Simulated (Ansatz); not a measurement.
# HfPRu (P-62m)

Computed with Ansatz, DFT r2SCAN, scalar-relativistic, plane waves, PAW.

Plane waves to 500 eV, a k mesh through Γ of 6×6×10 on the computed 9-atom cell and Gaussian smearing (0.10 eV); no spin polarisation.

The structure is relaxed at this level of theory with its symmetry kept. Whether it is the stable form of this composition wasn't checked.

```
CELL_PARAMETERS angstrom
6.39661 0.00000 0.00000
-3.19831 5.53963 0.00000
0.00000 0.00000 3.78082
ATOMIC_POSITIONS crystal
Hf 0.00000 0.58347 0.50000
Hf 0.41653 0.41653 0.50000
Hf 0.58347 0.00000 0.50000
P 0.66667 0.33333 0.00000
P 0.33333 0.66667 0.00000
P 0.00000 0.00000 0.50000
Ru 0.24636 0.00000 0.00000
Ru 0.75364 0.75364 0.00000
Ru 0.00000 0.24636 0.00000
```

```
Space group                                                       : P-62m (No. 189)
Volume per atom                                                   : 14.89 Å³
Formation energy from the elements' standard states (uncorrected) : -1.143 eV/atom
Generalised Kohn–Sham band gap                                    : none (metal)
Density of states at the Fermi level                              : 5.90 states/eV per cell
Löwdin character within 0.5 eV of the Fermi level                 : Ru 4d 42 %, Hf 5d 40 %, P 3p 10 %, unprojected 5 %
Bader charges (e)                                                 : Hf (3 in the cell) 1.71, P (2 in the cell) -1.39, P (1 in the cell) -0.79, Ru (3 in the cell) -0.52
```

Spin-orbit coupling is left out, which matters for the bands of heavy elements.

Cost: 1 run of about 12 core-minutes, on Arm Neoverse V1 (shared hosts).